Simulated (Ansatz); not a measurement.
System: rutile TiO2. Method: r²SCAN (Ansatz, a first-principles code, plane waves, PAW).

Settings: plane-wave cutoff 560 eV, 8×8×12 k mesh (along the axes of the cell as run), Fermi–Dirac smearing 0.01 eV, no spin polarisation, scalar-relativistic PAW data made under PBE.

Computed points:

```tsv
V (Å³/atom)	E − E_lowest (meV/atom)	P (GPa)
9.985	13.00	10.42
10.193	3.12	4.90
10.401	0.00	0.00
10.609	2.85	-4.31
10.817	10.96	-8.10
```

### Question
Fit the third-order Birch–Murnaghan equation and give B0 and B′.

### Answer
V0 = 10.401 Å³/atom, B0 = 229 GPa, B′ = 5.2 (fit to the energies at full precision).

Shape and atoms are relaxed at each volume.

Measured, for comparison: bulk modulus 212 ± 1 GPa (room temperature, no zero-point or thermal correction, adiabatic, from measured elastic constants, our sources range from 210 to 239; as tabulated in Elasticity of TiO2 rutile to 1800 K). Computed (rounded) less measured: bulk modulus not scored (sources differ).

Note: the bulk modulus comes from volumes at which shape and atoms were relaxed.
